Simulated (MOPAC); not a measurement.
MOPAC input (PM3):

```
PM3 FORCE THERMO(298,298) PRECISE LET GEO-OK AUX(PRECISION=9) THREADS=1
C3H4

C    -0.00524799 1    0.00498007 1    0.83290351 1
C    -0.00028523 1   -0.65973871 1   -0.49354073 1
C     0.00654376 1    0.65379073 1   -0.50135811 1
H     0.88758354 1    0.00413224 1    1.47100468 1
H    -0.90597995 1    0.01338942 1    1.45966297 1
H    -0.00197184 1   -1.60588019 1   -0.99993442 1
H     0.01466314 1    1.59380806 1   -1.01896453 1
```

Q: Which zero-point energy does it print?

A: 35.84 kcal/mol, from the harmonic wavenumbers of PM3.
